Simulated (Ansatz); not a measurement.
This Ansatz (an electronic-structure program) input (CCSD(T)/6-31+G*) gives -1.15170 Eh with 4 basis functions. A basis named .json is the Basis Set Exchange file of that set (core-valence sets with the plain set on hydrogen).

Ansatz 0.2 input:
```yaml
crystal:
  periodic: [false, false, false]
  atoms:
    - {symbol: H, position_ang: [-0.00000000, -0.00000000, -0.37201156]}
    - {symbol: H, position_ang: [0.00000000, 0.00000000, 0.37201156]}
basis:
  gaussian:
    orbitals: 6-31+G_.json
magnetization: {spin_polarized: false}
correlation: {method: ccsd_t, electrons: outside_noble_gas}
```

Change:
```diff
- orbitals: 6-31+G_.json
+ orbitals: STO-3G
```

**Question.** What does the run give now?

**Answer.** -1.13724 Eh (CCSD(T)/STO-3G, 2 functions), a change of +14.46 mEh.
